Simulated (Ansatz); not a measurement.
Input for Ansatz (development build ahead of 0.2.0):

```yaml
crystal:
  periodic: [false, false, false]
  atoms:
    - { symbol: "N", position_ang: [-0.08022, 0.06305, -0.21801] }
    - { symbol: O, position_ang: [-0.08503, 1.10571, 0.14685] }
    - { symbol: O, position_ang: [0.10093, -1.0537, 0.121] }
basis:
  gaussian: { orbitals: def2-SVP }
magnetization:
  spin_polarized: true
  initial_magnetization: 1
hamiltonian:
  xc: hf
correlation:
  method: mp2
  frozen_orbitals: { "N": 1, O: 1 }
```

The input is written out in the form of the current development build from the run's settings.

Results

| Quantity | Value |
| --- | --- |
| Converged | yes |
| Reference energy | -203.86148 hartree |
| Correlation energy | -0.52048 hartree |
| Total energy | -204.38196 hartree |
| Spin squared of the determinant | 0.764 |
